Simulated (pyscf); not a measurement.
PySCF, gas phase, ωB97X-D3(BJ)/def2-SVP geometries.

Question: PBE/def2-TZVP puts the barrier of F–Si•(F)–O–Si(F)(F)–F + F–C(F)(F)–F → F–Si(F)(F)–O–Si(F)(F)–F + F–C•(F)–F (atom transfer; doublet surface; C–F broken, F–Si formed) at 86.9 kJ/mol and the reaction energy at -124.2 kJ/mol, from the separated reactants. What do r²SCAN/def2-TZVP, M06-2X/def2-TZVP, ωB97M-D3(BJ)/def2-TZVP give on the same structures?

Answer: r²SCAN: ΔE‡ = 96.6 kJ/mol, ΔE = -140.1 kJ/mol; M06-2X: ΔE‡ = 139.4 kJ/mol, ΔE = -136.1 kJ/mol; ωB97M-D3(BJ): ΔE‡ = 130.9 kJ/mol, ΔE = -140.9 kJ/mol. PBE's barrier lies under all of them, by 9.8 to 52.5 kJ/mol. Its reaction energy lies over all of them, by 11.9 to 16.7 kJ/mol. Low barriers are usual for a GGA, whose delocalisation error favours stretched bonds. One saddle was located; it need not be the lowest between these sides. The angle at the transferred F is 152°.
